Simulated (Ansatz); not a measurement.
We consider hcp Y, described by PBE-D4 in Ansatz (plane waves, PAW).

Settings: plane-wave cutoff 520 eV, 18×18×10 k mesh (along the axes of the cell as run), Fermi–Dirac smearing 0.05 eV, scalar-relativistic PAW data made under PBE.

The volume scan:

```csv
V (Å³/atom),E − E_lowest (meV/atom),P (GPa)
30.676,7.01,1.802
31.315,1.71,0.869
31.954,0.00,0.000
32.593,1.63,-0.806
33.232,6.35,-1.550
```

Q: Estimate the bulk modulus and its pressure derivative from these points.

A: V0 = 31.954 Å³/atom, B0 = 41.8 GPa, B′ = 2.8 (fit to the energies at full precision).

Shape and atoms are relaxed at each volume.

Measured, for comparison: bulk modulus 41.7 GPa (zero-point energy and finite temperature contributions removed, our sources range from 37.3 to 41.7; as tabulated in doi:10.1021/acs.jctc.3c00612). Computed (rounded) less measured: bulk modulus +0.2 % (+0.2 % to +12 % over the range).

Note: the bulk modulus comes from volumes at which shape and atoms were relaxed.

The computed numbers hold no vibrational or temperature effects.

Ansatz is an electronic-structure program.
